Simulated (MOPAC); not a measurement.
MOPAC input (PM6):

```
PM6 1SCF CHARGE=-1 GEO-OK AUX(PRECISION=9) THREADS=1
C2H6N

C     1.17148061 1   -0.30103000 1   -0.02185938 1
C     0.00707414 1    0.65997832 1   -0.12802736 1
N    -1.27918118 1   -0.05648449 1    0.03431982 1
H     2.13081144 1    0.22925184 1    0.07838298 1
H     1.10795195 1   -1.02382691 1    0.85462919 1
H     1.26619138 1   -0.95524367 1   -0.90428970 1
H     0.08038441 1    1.35802371 1    0.72559417 1
H    -1.20429109 1   -0.82735961 1    0.73657031 1
H    -1.49810838 1   -0.53914382 1   -0.83180536 1
```

Question: What heat of formation does the run end on, and which ionisation energy by Koopmans theorem?

Answer: 35.30 kcal/mol; 0.47 eV.
